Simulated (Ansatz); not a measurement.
System: phosphine, PH3 (charge 0, singlet). 
Coordinates optimised at B3LYP-D3(BJ)/def2-TZVP (Ansatz, a first-principles code):
```
P
H 1 1.4188
H 1 1.4188 2 93.38
H 1 1.4188 2 93.38 3 93.59
```
Charge 0, spin multiplicity 1.

Atomisation energy built up term by term with Ansatz (kcal/mol; UHF references for open shells; valence terms freeze the core; atomic spin-orbit terms are left out). CBS(X,Y): correlation extrapolated as X^-3; Hartree-Fock from the larger set.

```tsv
term	basis	kcal/mol
Hartree-Fock	aug-cc-pV(Q+d)Z	172.66
CCSD correlation	CBS(aug-cc-pV(T+d)Z,aug-cc-pV(Q+d)Z)	67.52
(T)	CBS(aug-cc-pV(T+d)Z,aug-cc-pV(Q+d)Z)	2.00
CCSDT - CCSD(T)	cc-pV(D+d)Z	0.20
(Q)	cc-pV(D+d)Z	0.05
core correlation	cc-pwCVTZ	0.38
scalar relativity (X2C)	cc-pVTZ-DK against cc-pVTZ	-0.44
sum: De		242.4
```

(T) makes 0.8 % of the CCSD(T) atomisation energy; under 5 % is typical of single-reference molecules.
